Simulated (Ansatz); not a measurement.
# Scan of the Si2–H5 bond length

SiH2OF (SMILES [O][SiH2]F), doublet, at its PBE0-D4/def2-TZVP minimum:

```
5
angstrom
O -1.2592 0.6001 0.7573
Si 0.0313 -0.0267 -0.0391
F 1.2393 -0.4652 0.8951
H -0.4754 -1.2381 -0.7262
H 0.5139 1.0560 -0.9286
```

The bond length Si2–H5 (1.482 Å at the minimum) is set to the values below, the two halves moving rigidly along the bond. Each method's energies count from its own value at the PBE0-D4 minimum structure. 1 of 9 computed points, where the reference changed state or T1 grew large, are left out. Computed with Ansatz 0.2.0 (basis: def2-TZVPP); correlated methods freeze the cores; orbitals are unrestricted. B3LYP uses VWN-RPA correlation.

| bond length (Å) | CCSD(T) (eV) | r2SCAN-D4 (eV) | PBE-D4 (eV) |
| --- | --- | --- | --- |
| 1.215 | ? | 0.968 | 1.032 |
| 1.278 | 0.480 | 0.509 | 0.560 |
| 1.369 | 0.117 | 0.135 | 0.166 |
| 1.476 | -0.001 | 0.000 | 0.002 |
| 1.594 | ? | 0.092 | 0.057 |
| 1.722 | 0.407 | 0.355 | 0.276 |
| 1.858 | 0.813 | 0.726 | 0.596 |
| 2.000 | ? | 1.143 | 0.965 |

(1) Fill in the withheld CCSD(T) values. (An estimate is asked for; the value comes from the calculation.)

(1) By the calculation: 0.935 eV at 1.215 Å; 0.114 eV at 1.594 Å; 1.267 eV at 2.000 Å. These count from the CCSD(T) energy at the PBE0-D4 minimum.

Minimum and curvature along this coordinate at CCSD(T): A fifth-order fit through the nearest points gives 1.473 Å, with a curvature of about 19 eV/Å².

Q: Treat the two halves as rigid bodies and work out the harmonic wavenumber of this stretch from that curvature (ν̃ = 521.5 √(k/μ) cm⁻¹ with k in eV/Å² and μ in u).

A: The halves weigh 64.09 and 1.01 u, so μ = 64.09 × 1.01/65.10 = 0.994 u and ν̃ = 521.5 √(19/0.994) ≈ 2300 cm⁻¹. A true normal mode mixes in other motions, so this is a guide only.

Largest difference from the CCSD(T) curve over the scan: PBE0-D4 0.073; B3LYP-D4 0.105; wB97M-V 0.029; HF 0.238 eV. Each curve counts from its own value at the minimum.

The T1 diagnostic stays at or below 0.027. ⟨S²⟩ of the unrestricted Hartree–Fock references: 0.76 to 0.78 (a pure state has 0.75).

For scale, one of the runs: CCSD(T)/def2-TZVPP, 132 basis functions (an equivalent command: `ansatz run in.yaml --threads 2`). Time: 68 s of wall clock on 2 CPU threads; the host was shared. Peak host memory: 1.5 GiB.
